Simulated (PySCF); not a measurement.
Spin-rotation constants: `Clc1csnn1`, C2HClN2S

Cartesian coordinates in Å; atom numbers follow the order of the lines, from 1:
```xyz
7

Cl   -1.924   -1.303   -0.294
C    -0.477   -0.553    0.007
C    -0.323    0.778    0.177
S     1.357    1.137    0.274
N     1.703   -0.488    0.126
N     0.666   -1.242    0.063
H    -0.937    1.719    0.138
```

Computed with PySCF 2.14.0, GIAO PBE/pcSseg-1 magnetisability, rotational g tensor and spin-rotation constants, non-relativistic, gas phase. Geometry: GFN2-xTB, normal-mode sample at 300 K.

Question: Give the nuclear spin-rotation constants along the inertial axes (H = +C I·J) beside the isotropic shieldings.

Answer: Rotational constants 8.1057, 1.5976, 1.3363 GHz. A star marks the isotopologue with that one atom substituted, in its own axes.
| atom | isotope | Caa (kHz) | Cbb (kHz) | Ccc (kHz) | mean (kHz) | σ (ppm) |
| --- | --- | --- | --- | --- | --- | --- |
| Cl1 | 35Cl | 0.900 | 0.583 | 0.266 | 0.583 | 765.8 |
| N5 | 14N | 2.927 | 0.415 | 0.107 | 1.150 | -205.9 |
| N6 | 14N | 2.978 | 0.388 | 0.100 | 1.155 | -194.0 |
| H7 | 1H | -0.739 | 0.173 | -0.141 | -0.236 | 22.9 |
| C2 | 13C* | 3.490 | 0.518 | 0.350 | 1.453 | 38.5 |
| C3 | 13C* | 2.902 | 0.766 | 0.214 | 1.294 | 42.1 |
| S4 | 33S* | 6.109 | 0.696 | 0.548 | 2.451 | -98.5 |

For the geometry as given, no vibrational averaging.
